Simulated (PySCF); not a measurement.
# HOP: core ionisation energies

HPO.
Numbering: `[O:1]=[PH:2]`

Structure used (GFN2-xTB), in Å, numbered top down from 1:
```xyz
3
HOP angstrom
O      1.191    0.011   -0.004
P     -0.148    0.581   -0.011
H     -1.031   -0.594    0.002
```

Method: PySCF 2.14.0, delta-SCF UKS SCAN, pcX-2 on the ionised atom, pcseg-1 elsewhere, spin-free X2C. Each binding energy is the total energy of the core-ionised species, with the hole localised on one atom, minus that of the ground state; both are solved self-consistently, so orbital relaxation is included.

Problem. Give the core binding energies atom by atom.

Solution. 
| atom(s) | environment | level | binding energy (eV) | count |
| --- | --- | --- | --- | --- |
| O1 | phosphoryl oxygen | O 1s | 538.41 | 1 |
| P2 | phosphorus bonded to O and H | P 1s | 2153.00 | 1 |

Problem. Which photon energy gives electrons from P 1s of P2 a kinetic energy of 50 eV, and what is their de Broglie wavelength?

Solution. hν = 2153.00 + 50 = 2203.00 eV, recoil neglected; λ = 12.264 Å/√(E/eV) = 1.73 Å.

Problem. Which effective nuclear charge Zeff reproduces each element's mean 1s value in the hydrogen-like formula E = 13.606 eV × Zeff²?

Solution. O (Z = 8): mean 538.4 eV, Zeff = 6.29, Z − Zeff = 1.71; P (Z = 15): mean 2153.0 eV, Zeff = 12.58, Z − Zeff = 2.42. Means run over the listed sites, weighted by atom count.

Not every level is listed. Isolated species at its GFN2-xTB geometry, gas phase.
